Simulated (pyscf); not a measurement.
Optimised with ωB97X-D3(BJ)/def2-SVP in PySCF.

SMILES: [Cl][MoH]([OH])([Cl])([Cl])[OH]
```xyz
9

O     -0.1373     0.2439    -1.7692
Mo     0.4003     0.9561    -0.1868
O      0.4734     1.0839     1.6238
Cl    -0.6911     2.9556    -0.4855
Cl     2.2139     2.2754    -0.8431
Cl    -0.1303    -1.2947     0.4659
H     -0.4626    -0.6552    -1.9314
H      1.8467     0.1901    -0.2548
H      0.2946     0.3863     2.2734
```

Task: How much does it cost (ΔH, 298 K, ωB97M-D3(BJ)/def2-TZVP) to split HO–MoH(OH)(Cl)(Cl)–Cl (SMILES [OH][MoH]([OH])([Cl])([Cl])[Cl]) at its Mo–O bond into OH• + [HO–MoH(Cl)(Cl)–Cl]•?

Result: Mo–O to OH• + [HO–MoH(Cl)(Cl)–Cl]•: 52.1 kcal/mol. The 7 functionals that were run give +50.2 (M06-2X) to +66.8 kcal/mol (PBE). The radicals are drawn with the spin at the cut bond; how far it spreads was not checked. Other isomers of [HO–MoH(Cl)(Cl)–Cl]• were not searched in full and may lie lower. Left out: the spin-orbit lowering of OH. Open-shell species with a d-block atom are single-reference here; other states, and whether the spin sits on metal or ligand, were not checked. Elements past Kr carry the def2 core potentials, without spin-orbit coupling.
